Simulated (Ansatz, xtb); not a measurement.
Relative energy of two isomers of C4H7FO

Structure I is `C[C@@H](F)CC=O`, a singlet and structure II is `CC(C)(F)C=O`, a singlet. Both are isolated molecules in the gas phase, relaxed with B3LYP-D3(BJ)/def2-SVP, each in the lowest conformer that the search found.

I (Å):

```yaml
atoms:
  - { symbol: C, position_ang: [0.9016, -2.2442, -0.8480] }
  - { symbol: C, position_ang: [0.2008, -1.0766, -0.1830] }
  - { symbol: C, position_ang: [1.1301, 0.0919, 0.1380] }
  - { symbol: C, position_ang: [0.4192, 1.2518, 0.8005] }
  - { symbol: F, position_ang: [-0.3659, -1.5158, 1.0151] }
  - { symbol: O, position_ang: [0.5513, 2.4038, 0.4723] }
  - { symbol: H, position_ang: [1.7274, -2.6066, -0.2161] }
  - { symbol: H, position_ang: [1.3127, -1.9446, -1.8241] }
  - { symbol: H, position_ang: [0.1937, -3.0712, -1.0058] }
  - { symbol: H, position_ang: [-0.6341, -0.7258, -0.8171] }
  - { symbol: H, position_ang: [1.6337, 0.4600, -0.7687] }
  - { symbol: H, position_ang: [1.9035, -0.2735, 0.8392] }
  - { symbol: H, position_ang: [-0.2559, 0.9614, 1.6457] }
```

II (Å):

```yaml
atoms:
  - { symbol: C, position_ang: [-0.8414, -0.3341, -0.9913] }
  - { symbol: C, position_ang: [0.2784, -0.8790, -0.1125] }
  - { symbol: C, position_ang: [0.0176, -2.2943, 0.3858] }
  - { symbol: C, position_ang: [1.6058, -0.8202, -0.8701] }
  - { symbol: F, position_ang: [0.4200, -0.0365, 0.9934] }
  - { symbol: O, position_ang: [1.8392, -1.4751, -1.8514] }
  - { symbol: H, position_ang: [-0.9218, -0.9365, -1.9074] }
  - { symbol: H, position_ang: [-1.7963, -0.3692, -0.4461] }
  - { symbol: H, position_ang: [-0.6359, 0.7099, -1.2719] }
  - { symbol: H, position_ang: [0.0004, -2.9888, -0.4661] }
  - { symbol: H, position_ang: [-0.9471, -2.3372, 0.9128] }
  - { symbol: H, position_ang: [0.8118, -2.6075, 1.0798] }
  - { symbol: H, position_ang: [2.3442, -0.1012, -0.4266] }
```

Energies in hartree; the thermal terms are from GFN2-xTB frequencies at re-optimised GFN2-xTB minima (ideal gas, soft modes damped towards free rotors, one conformer each, 298.15 K, 1 atm) and include the zero-point energy:

```
                              I           II
E, CCSD(T)/def2-SVP  −330.581475  −330.586470
    E, MP2/def2-SVP  −330.502541  −330.507916
  E, MP2/def2-TZVPP  −331.125383  −331.130370
  zero-point energy     0.102543     0.101634
       H(298 K) − E     0.110603     0.110006
       G(298 K) − E     0.071092     0.070505
```

Problem. Correct the CCSD(T) difference for the basis set by the MP2 change, then work out ΔE, ΔE₀, ΔH and ΔG for I → II in kJ/mol (1 Eh = 2625.50 kJ/mol) and the equilibrium ratio [II]/[I].

Solution. 1. Differences II − I: CCSD(T) −0.004995, MP2 in the small set −0.005375, MP2 in the large set −0.004987 Eh.
2. ΔE = −0.004995 + (−0.004987 − (−0.005375)) = −0.004607 Eh = −12.10 kJ/mol.
3. ΔE₀ = ΔE + ΔZPE = −0.004607 + (−0.000909) Eh = −14.48 kJ/mol.
4. ΔH = ΔE + (−0.000597) Eh = −13.66 kJ/mol.
5. ΔG = ΔE + (−0.000587) Eh = −13.64 kJ/mol, so ΔS = (ΔH − ΔG)/T = −0.1 J/(mol K).
6. kT = 0.9442 mEh, so K = [II]/[I] = exp(−ΔG/kT) = exp(+5.50) ≈ 240.

Structure II is favoured at this temperature. An error of 4 kJ/mol in ΔG would change K by a factor of 5. Mirror images and further conformers aren't counted.

As drawn, both hold the same kinds of bond in the same numbers. Structure I has 1 methyl group, II 2.

Other levels gave ΔE = −2.7 (GFN2-xTB); −2.9 (HF/STO-3G, GFN2-xTB geometries); −13.2 (r2SCAN-D4/def2-SVP, GFN2-xTB geometries); −10.2 (B3LYP-D3(BJ)/def2-SVP); −6.2 (HF/def2-SVP); −14.1 (MP2/def2-SVP); −13.1 (CCSD(T)/def2-SVP) kJ/mol. The correlated steps freeze 6 core orbitals. Programs: Ansatz 0.2.0, xtb 6.7.1.
